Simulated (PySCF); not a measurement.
# Basis-set dependence of OH at PBE0

PySCF, UKS reference; doublet, unpaired electrons π ↑; De to H + O without counterpoise correction.

```tsv
basis	relativity	functions	Re (Å)	ωe (cm⁻¹)	De (eV)	μ (D)
cc-pVDZ	no relativity	19	0.979	3705	4.34	-1.69
def2-TZVP	no relativity	37	0.973	3749	4.51	-1.77
pcseg-2	no relativity	44	0.971	3765	4.57	-1.73
x2c-TZVPPall	spin-free X2C	45	0.971	3766	4.55	-1.70
def2-TZVPPD	no relativity	57	0.971	3770	4.58	-1.65
```

(1) How does each smaller set differ from the one with most functions, def2-TZVPPD?

A positive dipole means H(−)O(+). The state was picked by a PBE0 search and need not be the measured ground state.

## Answers

(1) cc-pVDZ: +0.8 pm, -1.7 % in ωe, -0.24 eV in De; def2-TZVP: +0.2 pm, -0.6 % in ωe, -0.07 eV in De; pcseg-2: +0.0 pm, -0.1 % in ωe, -0.01 eV in De; x2c-TZVPPall: +0.0 pm, -0.1 % in ωe, -0.03 eV in De. All at PBE0; the set with most functions is neither the basis-set limit nor always the best. The rows treat relativity differently, so the differences are not basis effects alone.
